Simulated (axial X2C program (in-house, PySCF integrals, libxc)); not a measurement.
**Cl₂: computed against measured constants**

Computed with an axial X2C code built on PySCF integrals. Spin-free means the one-electron spin-free X2C Hamiltonian; two-component (2c) means X2C with spin–orbit coupling and atomic mean-field two-electron Coulomb and Gaunt terms, so the difference of the two also holds small scalar two-electron terms. Basis: Cl dyall-v2z [6s6p1d] (cores contracted in-house); Gaussian nuclei, density fitting, unrestricted open shells. Masses: Cl 34.969 u.

```tsv
Hamiltonian	level	Re (Å)	ωe (cm⁻¹)	ωexe (cm⁻¹)	De (eV)
spin-free	PBE0	2.017	561.5	2.46	2.29
spin-free	HF	2.006	602.0	2.29	0.531
spin-free	MP2	2.026	558.6	2.72	1.93
spin-free	BLYP	2.083	486.3	2.42	2.33
spin-free	PBE50	1.993	598.2	2.39	2.02
2c	PBE0	2.017	561.1	2.46	2.28
2c	HF	2.007	601.6	2.29	0.412
2c	MP2	2.026	558.2	2.73	1.86
2c	BLYP	2.083	485.8	2.43	2.31
2c	PBE50	1.993	597.8	2.4	2.00
```

De refers to Cl + Cl.

Correlated methods: 14 electrons correlated (number of frozen shells: Cl 2 s, 1 p), 66 virtual spin orbitals or spinors in MP2.

Measured (Huber and Herzberg, Constants of Diatomic Molecules, 1979; state 1Σg+): Re (Å) 1.9879, ωe (cm⁻¹) 559.72, ωexe (cm⁻¹) 2.675.

(1) Work out the error of each level, computed minus measured.

The state is a single determinant with fixed occupations, the lowest that a limited PBE0 search found. The closed shell is kept restricted, so the energy runs too high when the bond is stretched far. De is counted from the lowest determinant-based energies of the atoms at the same level, without counterpoise correction. The 2c atoms are single determinants rather than J levels; their spin–orbit lowering is only partly caught, and De is too large by that part. This holds for PBE0, PBE50. The functionals have no current-density term, which raises determinants with orbital currents, atoms included.

## Answers

(1) 

```json
{"Hamiltonian": "spin-free", "level": "PBE0", "Re (Å)": "0.029", "ωe (cm⁻¹)": "1.8", "ωexe (cm⁻¹)": "-0.21"}
{"Hamiltonian": "spin-free", "level": "HF", "Re (Å)": "0.018", "ωe (cm⁻¹)": "42.3", "ωexe (cm⁻¹)": "-0.38"}
{"Hamiltonian": "spin-free", "level": "MP2", "Re (Å)": "0.038", "ωe (cm⁻¹)": "-1.1", "ωexe (cm⁻¹)": "0.05"}
{"Hamiltonian": "spin-free", "level": "BLYP", "Re (Å)": "0.095", "ωe (cm⁻¹)": "-73.4", "ωexe (cm⁻¹)": "-0.25"}
{"Hamiltonian": "spin-free", "level": "PBE50", "Re (Å)": "0.005", "ωe (cm⁻¹)": "38.5", "ωexe (cm⁻¹)": "-0.28"}
{"Hamiltonian": "2c", "level": "PBE0", "Re (Å)": "0.029", "ωe (cm⁻¹)": "1.4", "ωexe (cm⁻¹)": "-0.21"}
{"Hamiltonian": "2c", "level": "HF", "Re (Å)": "0.019", "ωe (cm⁻¹)": "41.9", "ωexe (cm⁻¹)": "-0.38"}
{"Hamiltonian": "2c", "level": "MP2", "Re (Å)": "0.038", "ωe (cm⁻¹)": "-1.5", "ωexe (cm⁻¹)": "0.06"}
{"Hamiltonian": "2c", "level": "BLYP", "Re (Å)": "0.095", "ωe (cm⁻¹)": "-73.9", "ωexe (cm⁻¹)": "-0.24"}
{"Hamiltonian": "2c", "level": "PBE50", "Re (Å)": "0.005", "ωe (cm⁻¹)": "38.1", "ωexe (cm⁻¹)": "-0.27"}
```
